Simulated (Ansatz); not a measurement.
Reaction (SMILES): [CH3] (CH3) → C atom + 3 H atom
B3LYP-D3(BJ)/def2-TZVP geometries, fixed; electronic energies without zero-point terms.

Basis-set convergence of the atomisation energy at PBE with Ansatz (a first-principles code). Cartesian d functions, on some or all atoms, in 6-31+G*; all else is spherical. The program fits the integrals of some runs and decomposes those of others, by size. Open shells are unrestricted. No added dispersion term, no relativity. Functions are those of the species that has most. Reference: the value in pcseg-4, 310.01 kcal/mol, itself unsure by roughly 0.06 kcal/mol (its mean distance from aug-pcseg-3, aug-cc-pVQZ, cc-pV5Z). Deviations are taken from unrounded values.

```tsv
basis	functions
6-31+G*	25
cc-pVDZ	29
6-311+G**	40
aug-cc-pVDZ	50
6-311++G(2d,2p)	57
cc-pVTZ	72
jun-cc-pV(T+d)Z	81
6-311++G(3df,3pd)	93
aug-cc-pVTZ	115
cc-pVQZ	145
aug-cc-pVQZ	218
cc-pV5Z	256
```

Q: Which is the smallest set listed that can be trusted to 1 kcal/mol here, that is, within that of the reference together with its larger relatives (same family, alike in diffuse functions; a set with none to test it counts only in the reference's own line)?

A: The smallest set listed that lies within 1 kcal/mol of the reference with all its larger relatives (same family, alike in diffuse functions; a set with none counts only in the reference's own line) is 6-311++G(2d,2p) (57 functions, -0.55 kcal/mol off). Value minus reference: 6-31+G* -1.32, cc-pVDZ -5.85, 6-311+G** -1.29, aug-cc-pVDZ -5.09, 6-311++G(2d,2p) -0.55, cc-pVTZ -0.14, jun-cc-pV(T+d)Z -0.12, 6-311++G(3df,3pd) 0.01, aug-cc-pVTZ -0.36, cc-pVQZ 0.17, aug-cc-pVQZ 0.09, cc-pV5Z 0.07 kcal/mol.
